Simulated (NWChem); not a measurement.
# CH6Si; SMILES C[SiH3]

Program: NWChem. All runs use the structure optimised with PBE0/def2-SVP. Solvent water, SMD (1 M gas to 1 M solution), gas-phase geometry. Reactions with the solvent are ignored.

Q: Taking B3LYP/def2-TZVPP as the yardstick, which of these has the fewest basis functions while keeping “dipole in solution (D)” within 0.05 D of it: B3LYP/def2-TZVP; B3LYP/def2-SVPD; B3LYP/def2-TZVPD; B3LYP/def2-SVP; B3LYP/STO-3G?

A: B3LYP/def2-SVP.
```tsv
level	basis functions	dipole in solution (D)
B3LYP/STO-3G	20	0.29
B3LYP/def2-SVP	62	1.03
B3LYP/def2-SVPD	92	1.04
B3LYP/def2-TZVP	104	1.08
B3LYP/def2-TZVPD	134	1.06
B3LYP/def2-TZVPP	157	1.07
```

The yardstick is one finite set, not the basis-set limit.
